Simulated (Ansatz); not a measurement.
**Lattice parameter a of some cubic simple (sp) metals**

Method: PBE (Ansatz, an electronic-structure program, PAW). References are measured values corrected to a static lattice. The table is a random draw of 6 from 10 solids with such references.

Values in Å.

```
solid   reference    PBE  error (%)
------  ---------  -----  ---------
bcc Li     3.449¶  3.435      -0.41
bcc Rb     5.576¶  5.670      +1.69
bcc Cs     6.039¶  6.162      +2.04
bcc K      5.212¶  5.284      +1.38
fcc Pb     4.902¶  5.040      +2.82
bcc Na      4.214  4.197      -0.40
```

Over these 6 solids the mean error is +1.18 %, the mean absolute error 1.45 % (median 1.53 %), and the worst case fcc Pb at +2.82 %; the value is too high in 4 of 6 cases. Over all 10, from unrounded values, the mean error is +0.74 % and the mean absolute error 1.05 % (median 0.53 %).

All these references are brought to a static lattice.

Spin–orbit coupling is left out, also for the solids with elements from indium on (bcc Cs, fcc Pb); its size isn't shown.

¶ marks references of a special kind: bcc Li, 3.449 Å (measured, low-temperature or extrapolated to 0 K; zero-point anharmonic expansion removed, our sources range from 3.443 to 3.453; as tabulated in Csonka et al. (2009), arXiv:0903.4037); bcc Rb, 5.576 Å (measured, low-temperature or extrapolated to 0 K; zero-point anharmonic expansion removed; as tabulated in Csonka et al. (2009), arXiv:0903.4037); bcc Cs, 6.039 Å (measured, low-temperature or extrapolated to 0 K; zero-point anharmonic expansion removed; as tabulated in Csonka et al. (2009), arXiv:0903.4037); bcc K, 5.212 Å (measured, low-temperature or extrapolated to 0 K; zero-point anharmonic expansion removed; as tabulated in Csonka et al. (2009), arXiv:0903.4037); fcc Pb, 4.902 Å (measured, low-temperature or extrapolated to 0 K; zero-point anharmonic expansion removed, our sources range from 4.902 to 4.912; as tabulated in Csonka et al. (2009), arXiv:0903.4037).

Differences are worked out from the printed values.

Ansatz's density-functional and Hartree–Fock values are scalar-relativistic unless marked +SOC, with PAW data made under PBE.

Not in this set, of the simple (sp) metals with a reference value in our tables and a result at some level: 7 for a reference at room or unstated temperature. These can be a level's best or worst cases. Solids without a released value at any level aren't counted. Layered and molecular crystals are counted apart. The metals Ce to Yb are counted apart.

References as tabulated in Csonka et al. (2009), arXiv:0903.4037; Mejia-Rodriguez and Trickey (2018), arXiv:1807.09216.
